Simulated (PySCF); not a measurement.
Trifluoromethane, SMILES FC(F)F, B3LYP/def2-SVP optimised geometry.

```
5

F     -0.88    -0.93    -1.12
C     -0.45    -0.33     0.00
F     -0.88     0.93     0.00
F      0.88    -0.33     0.00
H     -0.84    -0.87     0.89
```

Density from B3LYP/def2-TZVP run with PySCF at that geometry.

Minimum of the electron density along straight lines between bonded atoms, close to the bond critical point (lines longer than 1.1 times the sum of covalent radii, or with two minima, are not listed):

```tsv
bond	length / Å	ρ at the minimum / e bohr⁻³	∇²ρ there / e bohr⁻⁵	position (fraction from the first atom)
F1–C2	1.335	0.289	-0.48	0.66
C2–F3	1.335	0.289	-0.48	0.34
C2–F4	1.335	0.289	-0.48	0.34
C2–H5	1.104	0.298	-1.13	0.67
```
